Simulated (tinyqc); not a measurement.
Worked calculation: harmonic frequencies on the LDA (VWN5)/sto-6g surface (energies and gradients from PySCF), for HF, spin multiplicity 1. Computed by tinyqc, a small Python program that keeps every step (integrals from PySCF). Settings: charge = 0, multiplicity = 1, basis = sto-6g, functional = lda,vwn, delta = 0.002. Command: `OMP_NUM_THREADS=1 python tinyqc.py 23256 23257 out.jsonl` (the two numbers bound the seeds that draw the settings). One thread of a shared host (Intel(R) Xeon(R) Processor @ 2.60GHz), about 4 s of CPU time with the checks.

## One row of the Hessian: 2Hz

optimised positions (bohr), order 1F, 2H:
$$\begin{pmatrix}
0.000000 & 0.000000 & -0.184422 \\
0.000000 & 0.000000 & 1.703745
\end{pmatrix}$$

gradient at +delta (hartree/bohr), order 1F, 2H:
$$\begin{pmatrix}
0.00000000 & 0.00000000 & -0.00102161 \\
0.00000000 & 0.00000000 & 0.00102342
\end{pmatrix}$$

gradient at -delta (hartree/bohr), order 1F, 2H:
$$\begin{pmatrix}
0.00000000 & 0.00000000 & 0.00102958 \\
0.00000000 & 0.00000000 & -0.00102762
\end{pmatrix}$$

Displace 2Hz by +/-0.002 bohr; H(k, :) = (g(+) - g(-)) / (2 delta).

row of the Hessian (hartree/bohr^2): 1Fx 0.00000000, 1Fy 0.00000000, 1Fz -0.51279713, 2Hx 0.00000000, 2Hy 0.00000000, 2Hz 0.51275979

## Hessian by finite differences

All rows are made in the same way, and the matrix is symmetrised.

Hessian (symmetrised) (hartree/bohr^2), order 1Fx, 1Fy, 1Fz, 2Hx, 2Hy, 2Hz:
$$\begin{pmatrix}
-0.00004845 & 0.00000000 & 0.00000000 & 0.00002349 & 0.00000000 & 0.00000000 \\
0.00000000 & -0.00004845 & 0.00000000 & 0.00000000 & 0.00002349 & 0.00000000 \\
0.00000000 & 0.00000000 & 0.51279713 & 0.00000000 & 0.00000000 & -0.51277846 \\
0.00002349 & 0.00000000 & 0.00000000 & 0.00000146 & 0.00000000 & 0.00000000 \\
0.00000000 & 0.00002349 & 0.00000000 & 0.00000000 & 0.00000146 & 0.00000000 \\
0.00000000 & 0.00000000 & -0.51277846 & 0.00000000 & 0.00000000 & 0.51275979
\end{pmatrix}$$

## Normal modes

masses (u): 1F 18.998403, 2H 1.007825

Diagonalise H_ij / sqrt(m_i m_j); the 5 smallest eigenvalues belong to translations and rotations; wavenumber = sqrt(eigenvalue / 1822.888) x 219474.63; each mode has its largest component positive (the first on a tie); zero-point energy = sum of wavenumbers / 2, with 349.755 1/cm per kcal/mol.

eigenvalues of the mass-weighted Hessian (hartree/(bohr^2 u)): [-0.000006, -0.000006, 0.000000, 0.000005, 0.000005, 0.535770]

harmonic wavenumbers of the vibrations (1/cm): [3762.6]

mass-weighted modes, order 1Fx, 1Fy, 1Fz, 2Hx, 2Hy, 2Hz:
$$\begin{pmatrix}
0.000000 \\
0.000000 \\
-0.224453 \\
0.000000 \\
0.000000 \\
0.974485
\end{pmatrix}$$

zero-point energy = 5.378975 kcal/mol
